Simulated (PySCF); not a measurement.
```xyz
4
charge 0 multiplicity 1, angstrom
S     0.0000    0.0000    0.0000
O     1.4195    0.0000    0.0000
O    -0.7097    1.2293    0.0000
O    -0.7097   -1.2293    0.0000
```

These are results of PBE0 in PySCF with S def2-TZVP, O def2-TZVP; no relativity; density-fitted integrals, not measurements.

This geometry of SO3 is a stationary point at this level.

Task: What is the point group?

Result: D3h.

Task: Is it a minimum?

Result: Yes: all harmonic wavenumbers are real.

Task: What are the dipole moment and the gap between the highest occupied and lowest empty levels?

Result: 0.00 D and 7.72 eV.

Task: Give the ideal-gas entropy at 298.15 K and 1 bar by parts.

Result: translation 163.5, rotation 84.9, vibration 7.9, spin 0.0; total 256.2 J/(mol K).

Task: What is the atomisation energy, with and without zero-point energy?

Result: 1416 kJ/mol without, 1383 kJ/mol with.
